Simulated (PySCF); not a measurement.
C5H10N (doublet state).
Geometry (GFN2-xTB, Å), atoms numbered from 1 in this order:
```
atom  x, y, z in Å
C1     2.2200    0.0019    0.0890
C2     1.0219    0.4989   -0.7138
N3    -0.1891    0.3598    0.0450
C4    -1.4326    0.9245   -0.2665
C5    -2.1748   -0.2320    0.3342
C6    -0.7971   -0.9125    0.4069
H7     2.2960    0.5463    1.0270
H8     2.1120   -1.0574    0.3119
H9     3.1373    0.1459   -0.4760
H10    1.1356    1.5603   -0.9518
H11    0.9643   -0.0579   -1.6655
H12   -1.6256    1.9802   -0.1994
H13   -2.9040   -0.7191   -0.3153
H14   -2.6405   -0.0557    1.3080
H15   -0.4848   -1.2709    1.3902
H16   -0.6462   -1.7035   -0.3351
```

The hyperfine couplings belong to this conformer and change with its torsions.

Identity: `CCN1[CH]CC1` [radical].

Computed, not measured: UKS B3LYP, pcH-1 on C H N, non-relativistic, mean-field spin-orbit, GIAO in PySCF 2.14.0. One conformer (not necessarily the lowest) at the GFN2-xTB geometry, without solvent, vibrations or thermal averaging. Couplings are sensitive to structure, and on GFN2-xTB geometries they can be far from those on DFT ones. Stability of the SCF solution: not tested.

**Question.** The isotropic 13C couplings are +142.0, +34.4, -19.4, +2.6, -1.5 MHz. Assign them to C1; C2; C4; C5; C6.

**Answer.** 
| site | a_iso (MHz) | ρ(0) (bohr⁻³) | position | distance from C4 (Å) | spin population | largest \|T\| (MHz) |
| --- | --- | --- | --- | --- | --- | --- |
| C1 | +2.6 | +0.0023 | 3 bonds from C4 | 3.78 | 0.00 | 0.9 |
| C2 | +34.4 | +0.0306 | 2 bonds from C4 | 2.53 | -0.01 | 5.3 |
| C4 | +142.0 | +0.1264 | largest spin population | 0.00 | +0.80 | 130.1 |
| C5 | -19.4 | -0.0172 | 1 bond from C4 | 1.50 | -0.06 | 2.5 |
| C6 | -1.5 | -0.0013 | 2 bonds from C4 | 2.06 | 0.00 | 2.3 |

ρ(0) is the spin density at the nucleus and T the dipolar tensor; entries for several nuclei are means. Largest spin populations (Mulliken): C4 (+0.80) and N3 (+0.17). The angles at C4 add up to 345.1°, so it is pyramidal.

Means are taken over nuclei equivalent by connectivity, which assumes that they swap fast. The 1H value of +13.2 MHz is a mean of couplings from 2.2 to 24.1 MHz in this one geometry, not an average over conformers. The 1H value of +10.3 MHz is a mean of couplings from 6.4 to 14.3 MHz in this one geometry, not an average over conformers.

On an Arm Neoverse V2 with one thread, shared host with 96 logical CPUs at a one-minute load of 78, this took 49 s of wall time (with the writing of density and orbital grids) and 0.92 GiB of memory at its peak.
